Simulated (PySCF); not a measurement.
Geometries of 4 isomers of C3H5N3, from PBE0-D3(BJ)/def2-SVP geometry optimisation, gas phase in PySCF 2.14.0. One conformer each, no zero-point energy, no frequencies.

Question: Which isomer lies lowest at this level?
A.
```xyz
11
angstrom
C     -1.491   -0.004    0.729
N     -0.218   -0.192    0.083
C      0.741    0.721   -0.195
C      1.711   -0.011   -0.845
N      1.291   -1.297   -0.922
N      0.133   -1.397   -0.365
H     -1.364    0.533    1.679
H     -2.183    0.556    0.082
H     -1.905   -1.000    0.924
H      0.659    1.768    0.084
H      2.668    0.310   -1.250
```
B.
```xyz
11
angstrom
C     -1.356    0.042    0.460
N      0.001   -0.002   -0.022
C      0.744   -1.099   -0.343
N      1.952   -0.749   -0.696
N      2.028    0.604   -0.608
C      0.864    1.037   -0.204
H     -1.779    1.037    0.273
H     -1.969   -0.697   -0.073
H     -1.406   -0.166    1.540
H      0.356   -2.117   -0.307
H      0.591    2.078   -0.033
```
C.
```xyz
11
angstrom
C     -1.549   -0.154   -0.446
N     -0.171   -0.054   -0.048
C      0.609    1.041    0.066
N      1.815    0.699    0.462
C      1.717   -0.646    0.579
N      0.531   -1.143    0.279
H     -2.146   -0.598    0.363
H     -1.930    0.850   -0.669
H     -1.640   -0.784   -1.343
H      0.252    2.048   -0.150
H      2.543   -1.284    0.894
```
D.
```xyz
11
angstrom
C     -1.746   -0.060   -0.032
N     -0.306   -0.037   -0.037
N      0.410   -1.121    0.167
C      1.666   -0.686    0.127
C      1.640    0.698   -0.104
N      0.369    1.078   -0.200
H     -2.136    0.383    0.896
H     -2.063   -1.106   -0.103
H     -2.123    0.511   -0.890
H      2.505   -1.366    0.257
H      2.453    1.414   -0.206
```

Answer: C. That is `Cn1cncn1`, 9.9 kcal/mol below the next.

| SMILES | atoms numbered as above | E (Eh) | relative (kcal/mol) | relative (kJ/mol) | dipole (D) |
| --- | --- | --- | --- | --- | --- |
| Cn1cncn1 | [CH3:1][n:2]1[cH:3][n:4][cH:5][n:6]1 | -281.04774 | 0.0 | 0.0 | 3.36 |
| Cn1cnnc1 | [CH3:1][n:2]1[cH:3][n:4][n:5][cH:6]1 | -281.03192 | 9.9 | 41.5 | 6.17 |
| Cn1nccn1 | [CH3:1][n:2]1[n:3][cH:4][cH:5][n:6]1 | -281.02949 | 11.5 | 47.9 | 0.59 |
| Cn1ccnn1 | [CH3:1][n:2]1[cH:3][cH:4][n:5][n:6]1 | -281.01943 | 17.8 | 74.3 | 4.63 |
